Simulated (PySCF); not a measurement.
Input of a run (PBE0-D3(BJ)/def2-SVP geometry optimisation, gas phase (PySCF 2.14.0)), started from GFN2-xTB:
```
{"job": {"xc": "PBE0", "basis": "def2-SVP", "d3": "d3bj", "grid": 1, "shake": 0.01, "kind": "geom"}, "charge": 0, "multiplicity": 1}
C      2.013360    -0.279080     0.669950
C      0.842490    -0.355840     0.075500
C     -0.324860    -0.444300    -0.521430
C     -1.406810     0.493710    -0.228340
F     -2.533560    -0.199410     0.201760
F     -1.844010     1.135630    -1.358400
H      2.214070    -0.778970     1.584010
H      2.804330     0.351240     0.249760
H     -0.514280    -1.198160    -1.231480
H     -1.200300     1.254260     0.537610
```

Output (energies in Eh, forces in Eh/bohr):
```
step   0  E = -353.80757652  max force = 0.049694
step   1  E = -353.81168370  max force = 0.012753
step   2  E = -353.81218701  max force = 0.003703
step   3  E = -353.81231696  max force = 0.001100
step   4  E = -353.81235304  max force = 0.001074
step   5  E = -353.81236312  max force = 0.000767
step   6  E = -353.81236876  max force = 0.000486
step   7  E = -353.81237207  max force = 0.000495
step   8  E = -353.81237255  max force = 0.000404
optimisation converged
```

Problem. Summarise the run.

Solution. The energy falls by 12.6 kJ/mol over 9 energy and gradient evaluations, the largest force component goes from 0.0497 to 4.0e-04 Eh/bohr, and the atoms move by 0.029 Å rms after alignment. The bond that changes most is C3–H9 (outer carbon of cumulated double bonds to hydrogen on carbon), which lengthens by 0.044 Å. Bonds longer at the end by more than 0.005 Å: 3 of 9; shorter: 3. Among the angles that change most is C3–C4–H10, from 116.4° to 112.4°. The energy never rose by more than 1e-6 Eh on the way. The first step brought 86 % of the lowering.

Problem. What are the final bond lengths?

Solution. C1=C2 1.306 Å, C2=C3 1.309 Å, C3–C4 1.495 Å, C4–F5 1.353 Å, C4–F6 1.354 Å, C1–H7 1.095 Å, C1–H8 1.095 Å, C3–H9 1.097 Å, C4–H10 1.103 Å. Numbering counts from 1 in the input's order; the species is `C=C=CC(F)F`.

The run used 104 basis functions and 57 SCF cycles in all.

Not checked by PBE0-D3(BJ)/def2-SVP frequencies. The numbers are those of one conformer.

The values belong to the conformer `[CH2:1]=[C:2]=[CH:3][CH:4]([F:5])[F:6]`: C2–C3–C4–F5 -123°.
